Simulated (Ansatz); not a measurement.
Reaction (SMILES): [CH2]N (CH2-NH2) → C atom + 4 H atom + N atom
B3LYP-D3(BJ)/def2-TZVP geometries, fixed; electronic energies without zero-point terms.

Basis-set convergence of the atomisation energy at PBE0 with Ansatz (a program for electronic structure). All functions are spherical. The program fits the integrals of some runs and decomposes those of others, by size. Open shells are unrestricted. No added dispersion term, no relativity. Functions are those of the species that has most. Reference: the value in aug-pcseg-3, 486.50 kcal/mol, itself unsure by roughly 0.22 kcal/mol (its mean distance from aug-cc-pVQZ, cc-pV5Z, def2-QZVPPD). Deviations are taken from unrounded values.

```csv
basis,functions
pcseg-0,26
pcseg-1,48
aug-pcseg-1,82
pcseg-2,116
aug-pcseg-2,184
pcseg-3,252
aug-pcseg-3,366
```

Which is the smallest pcseg set listed that can be trusted to 1 kcal/mol here, that is, within that of the reference together with its larger relatives (same family, alike in diffuse functions; a set with none to test it counts only in the reference's own line)?

The smallest set listed that lies within 1 kcal/mol of the reference with all its larger relatives (same family, alike in diffuse functions; a set with none counts only in the reference's own line) is pcseg-2 (116 functions, -0.60 kcal/mol off). Value minus reference: pcseg-0 -28.54, pcseg-1 -8.20, aug-pcseg-1 -4.53, pcseg-2 -0.60, aug-pcseg-2 -0.10, pcseg-3 -0.05, aug-pcseg-3 0.00 kcal/mol.
